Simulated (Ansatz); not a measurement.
fcc Ag was calculated with r²SCAN (PAW; Ansatz, a first-principles code).

A relaxed, unreconstructed slab of the (100) face has 6 atoms, two equal faces of 8.423 Å² each and an energy of -45622.6158 eV. A bulk cell of 2 atoms with the same orientation and in-plane k mesh has -15207.8919 eV. Energies are extrapolated to zero smearing.

Numerical settings: plane-wave cutoff 500 eV, 20×20×1 k mesh (along the axes of the cell as run), Fermi–Dirac smearing 0.1 eV, scalar-relativistic PAW data made under PBE.

Worked out: γ = (E_slab − N E_bulk per atom)/2A = [-45622.6158 − 6 × (-15207.8919/2)]/(2 × 8.423) = 0.0629 eV/Å². With 16.022 J/m² per eV/Å² this is 1.01 J/m², or 0.53 eV per surface cell and face.
